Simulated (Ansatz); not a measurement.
Species: fluoromethane, CH$_{3}$F, charge 0, multiplicity 1. 
Coordinates optimised at B3LYP-D3(BJ)/def2-TZVP (Ansatz, a first-principles code):
```
C
F 1 1.3893
H 1 1.0909 2 108.82
H 1 1.0909 3 110.11 2 -119.20
H 1 1.0909 3 110.11 4 -121.60
```
Charge 0, spin multiplicity 1.

Basis-set convergence of Hartree-Fock and CCSD(T) correlation energies (hartree) with Ansatz. Cores are frozen in the correlated levels unless marked. Spin-orbit coupling is left out. No relativistic terms.

```
basis        functions       E(HF)  E(corr, CCSD(T))
-----------  ---------  ----------  ----------------
aug-cc-pVDZ         73  -139.05741          -0.38917
aug-cc-pVTZ        161  (withheld)        (withheld)
```

Task: Complete the blanks.

Result: 
- aug-cc-pVTZ, E(HF): -139.09712
- aug-cc-pVTZ, E(corr, CCSD(T)): -0.47418
